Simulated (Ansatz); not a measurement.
System: BeH, charge 1, multiplicity 1. SMILES: [BeH+]
Geometry: optimised at B3LYP-D3(BJ)/def2-TZVP (Ansatz, a quantum-chemistry and plane-wave program).

Property: vertical electron affinity (to the doublet state of charge +0; a negative value means that the extra electron is unbound and the number depends on the basis; each state is the SCF solution reached for its spin), in eV. Cores are frozen in the correlated levels unless marked. Open shells are spin-unrestricted. No spin-orbit coupling. Non-relativistic. CBS marks a two-point X^-3 extrapolation of the correlation energy; Hartree-Fock from the larger set.

| level | program | vertical electron affinity (eV) | minus last row |
|---|---|---|---|
| B3LYP/def2-TZVPD | Ansatz | 8.48 | 0.20 |
| PBE0/def2-TZVPD | Ansatz | 8.42 | 0.14 |
| BHLYP/def2-TZVPD | Ansatz | 8.37 | 0.09 |
| CCSD/def2-SVPD | Ansatz | 8.23 | -0.05 |
| CCSD(T)/def2-SVPD | Ansatz | 8.23 | -0.05 |
| CCSD(T)/def2-TZVPPD | Ansatz | 8.28 | 0.00 |
| CCSD(T)/CBS(def2-TZVPPD,def2-QZVPPD) | Ansatz | 8.28 | 0.00 |
